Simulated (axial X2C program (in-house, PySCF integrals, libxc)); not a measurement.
# AlP: properties at the nuclei

Calculated with an axial X2C code built on PySCF integrals: two-component X2C with atomic mean-field Coulomb and Gaunt terms, Gaussian nuclei, basis P dyall-v3z, Al dyall-v3z with contracted cores.

R = 2.217 Å (near the PBE0 minimum at charge 0 of the determinant lowest at the starting distance; the state shown can have its own minimum elsewhere).

Input and command:
```json
{"zs": [15, 13], "q": 0, "bas": ["dyall-v3z", "dyall-v3z"], "r0": 2.15, "levels": ["PBE0", "HF", "B3LYP", "PBE", "BP86"], "nst": 3}
```
```bash
python soeom.py task.json out
```

Keys: zs atomic numbers; q charge; bas basis sets; r0 starting distance in Å; levels methods; nst determinants followed.

Determinant lowest in the PBE0 search, Ω = 2 (⟨Sz⟩ = 1.00, ⟨Lz⟩ = 1.00 at PBE0), spin on the atoms P 0.69, Al 0.31:

```tsv
level	Eeff magnitude (GV/cm)	Ws magnitude P (kHz)	Ws magnitude Al (kHz)	A∥/gI P (MHz)	qzz P (a.u.)	A∥/gI Al (MHz)	qzz Al (a.u.)	μ (D)
PBE0	0.093	0.00374	0.0212	95.2	0.24	67.8	-0.62	2.51
HF	0.111	0.00388	0.0248	64.3	0.43	19.9	-0.72	2.69
B3LYP	0.0843	0.00485	0.0207	111	0.25	75.5	-0.62	2.47
PBE	0.0873	0.00362	0.02	104	0.14	82.4	-0.58	2.29
BP86	0.0869	0.0037	0.0201	110	0.14	86.9	-0.57	2.31
```

Eeff is the effective electric field on the electron electric dipole moment in this Ω state and Ws the scalar–pseudoscalar constant of the nucleus named (defined with the proton number Z and per Ω); A∥ (defined per Ω) follows by multiplying with gI = μI/(I μN); qzz is the electric field gradient, eQq0 = 234.96 MHz × Q/barn × qzz; μ is positive if the Al end (last atom) is positive. The operators were transformed with the bare-nucleus X2C matrices; with these basis sets, hyperfine constants and field gradients can be off by tens of per cent, and where levels differ in sign neither size nor sign is settled.

(1) With gI(31P) = 2.2632, Q(27Al) = 0.1466 barn (g factors from the IAEA table of nuclear moments by Stone; Q from Pyykkö, Mol. Phys. 2018), turn the PBE0 values of the first state into constants in MHz.

Each state is one determinant with collinear spin, which with several unpaired electrons need not be a pure state. Unrestricted Hartree–Fock can overshoot spin polarisation at the nuclei. With several open shells hyperfine constants can be off by a factor of several. Open-shell Ω = 0 determinants with evenly filled partner blocks cannot be reached by this program, so the Ω shown need not be the lowest component. States lie within half an eV, so the first need not be the ground state. Further determinants of the search, some of them spin-mixed, are not shown. Where a field gradient or hyperfine factor spreads by more than a factor of two over the levels, a constant derived from it is not to be relied on.

Results:

(1) A∥(31P) = 95.2 × 2.2632 = 215 MHz; eQq0(27Al) = 234.96 × (0.1466) × (-0.62) = -21.4 MHz.
